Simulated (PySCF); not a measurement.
Basis-set dependence of NH at CCSD

PySCF, UHF reference; triplet, unpaired electrons π ↑↑; De to H + N without counterpoise correction. Frozen cores follow the default of each basis and core potential.

```
        basis     relativity  functions  Re (Å)  ωe (cm⁻¹)  De (eV)  frozen orbitals
      pcseg-1  no relativity         19   1.046       3285     3.15                1
jorge-DZP-DKH  spin-free X2C         20   1.058       3235     3.07                1
      pcseg-2  no relativity         44   1.035       3309     3.42                1
   def2-TZVPP  no relativity         45   1.037       3300     3.41                1
  def2-TZVPPD  no relativity         54   1.037       3302     3.43                1
```

How does each smaller set differ from the one with most functions, def2-TZVPPD?

pcseg-1: +0.9 pm, -0.5 % in ωe, -0.28 eV in De; jorge-DZP-DKH: +2.1 pm, -2.0 % in ωe, -0.36 eV in De; pcseg-2: -0.2 pm, +0.2 % in ωe, -0.01 eV in De; def2-TZVPP: +0.0 pm, -0.1 % in ωe, -0.02 eV in De. All at CCSD; the set with most functions is neither the basis-set limit nor always the best. The rows treat relativity differently, so the differences are not basis effects alone.

Measured (Huber and Herzberg, Constants of Diatomic Molecules (1979)): Re = 1.03621 Å, ωe = 3282.27 cm⁻¹. Correlated steps freeze 1 core orbital. Correlated levels converge slowly with the basis: in double zeta they bind strong bonds too weakly, by up to about 1 eV, and carry superposition errors of some tenths. The state is the lowest determinant that a PBE0 search found; another state may lie lower at other levels.
